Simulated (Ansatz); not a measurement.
## BH3SSi, SMILES B1[SiH2]S1: a ladder of methods at one geometry

Program: the Ansatz DFT code, driven from Python.

The script reads `bh3ssi.xyz`:
```text
6

B    -0.81210   -0.90860   -0.13650
Si    0.43050    0.62220    0.19940
S     0.95010   -1.28870    0.36250
H    -1.65960   -1.08580   -0.91240
H     0.92100    1.27280   -1.04140
H     0.21220    1.32400    1.48210
```

Script `methods_bh3ssi.py`:
```python
"""One geometry of BH3SSi, method by method."""

import ansatz as az


def main() -> None:
    mol = az.Crystal.molecule_from_extxyz("bh3ssi.xyz")

    calc = mol.calculation().basis(gaussian="def2-SVP").scf(lower_state_search="light")

    methods = ["mp2", "ccsd", "ccsd_t"]
    batch = az.Session.batch([calc.correlation(m).input() for m in methods])
    reports = sorted(batch.plan().execute().molecular_reports, key=lambda each: each["member"])
    print(f"Hartree-Fock reference {reports[0]['reference_energy_ev'] / 27.211386246:.6f} Ha")
    best = reports[-1]["free_energy_ev"] - reports[-1]["reference_energy_ev"]
    for method, each in zip(methods, reports):
        gained = each["free_energy_ev"] - each["reference_energy_ev"]
        print(f"{method:8s} total {each['free_energy_ev'] / 27.211386246:.6f} Ha  correlation {gained:9.4f} eV  ({100 * gained / best:.1f} % of the last)")


if __name__ == "__main__":
    main()
```

Running `python methods_bh3ssi.py` prints:
```text
Hartree-Fock reference -712.615036 Ha
mp2      total -712.922130 Ha  correlation   -8.3564 eV  (85.1 % of the last)
ccsd     total -712.962382 Ha  correlation   -9.4517 eV  (96.3 % of the last)
ccsd_t   total -712.975694 Ha  correlation   -9.8140 eV  (100.0 % of the last)
```

The settings weren't tested for convergence. The geometry is a force-field or estimated start, not a minimum of this method, and the basis set is short of its limit. A lower total doesn't mark the better method: functionals have no common bound, and MP2 and coupled cluster aren't variational. Inner cores stay frozen, so this is valence correlation.
